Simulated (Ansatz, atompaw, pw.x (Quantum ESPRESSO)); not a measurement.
# silicon (diamond): variants of one PAW (atompaw) potential in the solid

atompaw 4.2.0.5 input, output lines left out:

```
Si 14
LDA-PW scalarrelativistic loggrid 1500 logderivrange -3 5 201
3 3 0 0 0 0
3 1 2
0 0 0
c
c
v
c
v
2
2.00 1.75 1.90 1.00
y
1.55
n
y
0.25
n
y
0.05
n
custom rrkj vanderbiltortho besselshape
bessel
2.00
1.40
2.00
2.00
2.00
```

Crystal test: diamond Si in pw.x 7.5, no spin, 9³ k-points, Fermi–Dirac smearing 0.01 Ry, cutoffs set for each file from its atomic test. The reference is all-electron LAPW (Ansatz 0.2.0) with the same functional, mesh and smearing; V0 and B0 come from Birch–Murnaghan fits to the pressures at five volumes. Errors are pseudo minus all-electron; Δ is the rms difference of the E(V) curves that follow from these fits, minima aligned, over ±6 % about the mean V0. Mesh and smearing are coarse, so the numbers serve the comparison and aren't converged zero-temperature values; the lattice is a test structure that the element need not adopt.

All-electron: a0 = 5.400 Å (V0 = 19.69 Å³/atom), B0 = 96.2 GPa.

```csv
change,cutoffs (Ry),pw.x,a0 (Å),a0 error (%),B0 error (%),Δ (meV/atom),mean pressure error (GPa)
base,40/400,converged,5.405,+0.09,+0.3,1.2,+0.27
"local potential bessel scheme, radius 0.86 bohr",40/400,converged,5.403,+0.04,+0.4,0.5,+0.13
"local potential bessel scheme, radius 1.14 bohr",40/400,converged,5.402,+0.04,+0.4,0.5,+0.12
"local potential bessel scheme, radius 1.46 bohr",40/400,converged,5.403,+0.04,+0.4,0.6,+0.13
"local potential bessel scheme, radius 1.62 bohr",40/400,converged,5.403,+0.06,+0.4,0.7,+0.17
"local potential bessel scheme, radius 1.94 bohr",40/400,converged,5.406,+0.10,+0.3,1.2,+0.29
```
